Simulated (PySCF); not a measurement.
**Ionisation energy of N by level of theory**

N [He] 2s2 2p3 (4S) → N⁺ [He] 2s2 2p2 (3P), as a difference of total energies. All numbers are calculated (PySCF 2.14, the spin-free X2C one-electron Hamiltonian (Gaussian nucleus), in aug-cc-pVQZ-DK). Correlated levels: valence: 1s2 frozen. The calculations carry no spin-orbit coupling.

```json
{"method": "UHF", "ionisation energy (eV)": "13.887", "plus first-order spin-orbit estimate": "13.875", "error of that sum (eV)": "-0.659"}
{"method": "MP2 (valence)", "ionisation energy (eV)": "14.613", "plus first-order spin-orbit estimate": "14.601", "error of that sum (eV)": "+0.067"}
{"method": "SCS-MP2 (valence)", "ionisation energy (eV)": "14.347", "plus first-order spin-orbit estimate": "14.335", "error of that sum (eV)": "-0.199"}
{"method": "CCSD (valence)", "ionisation energy (eV)": "14.465", "plus first-order spin-orbit estimate": "14.453", "error of that sum (eV)": "-0.081"}
{"method": "CCSD(T) (valence)", "ionisation energy (eV)": "14.494", "plus first-order spin-orbit estimate": "14.482", "error of that sum (eV)": "-0.052"}
```

Reference: 14.534 eV (measured; NIST Atomic Spectra Database, ionization energies).

A first-order spin-orbit estimate (lowest level to lowest level, LS coupling) adds -0.012 eV.

Errors of the correlated levels include the incompleteness of this basis and the frozen core.
